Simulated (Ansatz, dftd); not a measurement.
Reaction: SiH3F (SMILES F[SiH3]) → SiH3 (SMILES [SiH3], doublet) + F (doublet) (the F-Si bond breaks)
Each species at its own B3LYP-D3(BJ)/def2-TZVP minimum (Ansatz, a quantum-chemistry and plane-wave program).

Property: bond dissociation energy (electronic), in kcal/mol. Radicals and triplets start from unrestricted determinants; spin-orbit coupling is neglected. Correlated methods leave the cores frozen. Rows without X2C or -DK are non-relativistic. CBS(X,Y): correlation extrapolated as X^-3, Hartree-Fock from the larger set (Q,5: extrapolated as (X+1)exp(-9√X)). A bracket is a step between two methods taken in the basis named. Functionals run without relativity, which enters their misses. Double hybrids freeze cores in their MP2 part. 'core' is core correlation in cc-pwCVTZ (1s frozen past Ne), 'X2C' scalar relativity in cc-pVTZ-DK, both at CCSD(T).

| level | program | bond dissociation energy (kcal/mol) | difference against the last row |
|---|---|---|---|
| HF/cc-pV(5+d)Z | Ansatz | 115.7 | -38.8 |
| PBE-D3(BJ)/def2-TZVPD | Ansatz + dftd3 | 150.7 | -3.8 |
| r2SCAN-D3(BJ)/def2-TZVPD | Ansatz + dftd3 | 148.3 | -6.2 |
| r2SCAN-D4/def2-TZVPD | Ansatz + dftd4 | 148.3 | -6.2 |
| B3LYP-D4/def2-TZVPD | Ansatz + dftd4 | 149.3 | -5.2 |
| B2PLYP-D3(BJ)/def2-TZVPD | Ansatz + dftd3 | 151.4 | -3.1 |
| B2PLYP-D4/def2-TZVPD | Ansatz + dftd4 | 151.3 | -3.2 |
| MP2/CBS(cc-pV(Q+d)Z,cc-pV(5+d)Z) | Ansatz | 163.3 | 8.8 |
| CCSD/cc-pV(D+d)Z | Ansatz | 133.9 | -20.6 |
| CCSD/cc-pV(Q+d)Z | Ansatz | 150.5 | -4.0 |
| CCSD(T)/CBS(cc-pV(Q+d)Z,cc-pV(5+d)Z) + core + X2C | Ansatz | 154.7 | 0.2 |
| CCSDT(Q)/cc-pV(D+d)Z | Ansatz | 135.1 | -19.4 |
| CCSDTQ/cc-pV(D+d)Z | Ansatz | 135.1 | -19.4 |
| CCSD(T)/CBS(cc-pV(Q+d)Z,cc-pV(5+d)Z) + [CCSDTQ - CCSD(T)]/cc-pV(D+d)Z + core + X2C | Ansatz | 154.8 | 0.3 |
| CCSD(T)/CBS(cc-pV(Q+d)Z,cc-pV(5+d)Z) + [CCSDT(Q) - CCSD(T)]/cc-pV(T+d)Z + [CCSDTQ - CCSDT(Q)]/cc-pV(D+d)Z + core + X2C | Ansatz | 154.5 | 0.0 |
